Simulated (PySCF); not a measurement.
Species: cyanophosphaethyne, C₂NP.
Atom-mapped SMILES: `[N:1]#[C:2][C:3]#[P:4]`

Level: CAM-B3LYP/def2-SVPD in PySCF, non-relativistic, on one gas-phase PBE0-D3(BJ)/def2-SVP geometry that isn't relaxed in the solvent. The solvent is an IEF-PCM continuum (van der Waals radii × 1.2), and excitations are vertical TDDFT with non-equilibrium linear response and a frozen core. Specific hydrogen bonds and non-electrostatic terms are outside this model.

Gas-phase singlets (H = HOMO, L = LUMO):

```csv
state,E (eV),λ (nm),f,leading configurations
S1,3.625,342,0.000,"H→L 48%, H-1→L+1 48%"
S2,3.950,314,0.000,"H-1→L+1 48%, H→L 48%"
S3,3.950,314,0.000,"H→L+1 48%, H-1→L 48%"
S4,6.740,184,0.000,"H-4→L+1 31%, H-3→L 31%, H-4→L 13%"
S5,7.037,176,0.000,"H-4→L+1 46%, H-3→L 46%"
```

Question: How does the list change in benzene (ε = 2.271)?

Answer: 
| state | E (eV) | λ (nm) | f | leading configurations | change by rank (eV) |
| --- | --- | --- | --- | --- | --- |
| S1 | 3.648 | 340 | 0.000 | H→L+1 30%, H-1→L 30%, H→L 19% | +0.023 |
| S2 | 3.945 | 314 | 0.000 | H-1→L 35%, H→L+1 35%, H-1→L+1 14% | -0.005 |
| S3 | 3.946 | 314 | 0.000 | H-1→L+1 35%, H→L 35%, H→L+1 14% | -0.004 |
| S4 | 6.684 | 185 | 1.584 | H→L 30%, H-1→L+1 30%, H→L+1 19% | -0.056 |
| S5 | 6.838 | 181 | 0.000 | H-4→L 40%, H-3→L+1 35% | -0.199 |

Question: How do the frontier levels move from gas to benzene?

Answer: 
| orbital | gas (eV) | solvent (eV) | change (eV) |
| --- | --- | --- | --- |
| LUMO+2 | 1.28 | 1.39 | +0.11 |
| LUMO+1 | -1.85 | -1.71 | +0.14 |
| LUMO | -1.85 | -1.71 | +0.14 |
| HOMO | -9.83 | -9.72 | +0.11 |
| HOMO-1 | -9.83 | -9.72 | +0.11 |
| HOMO-2 | -12.45 | -12.40 | +0.05 |
| HOMO-3 | -12.89 | -12.86 | +0.03 |

The HOMO–LUMO gap goes from 7.98 to 8.01 eV. Rows go by rank; for HOMO-2 the atom shares or the degeneracy differ between the runs, so the row needn't follow one orbital.
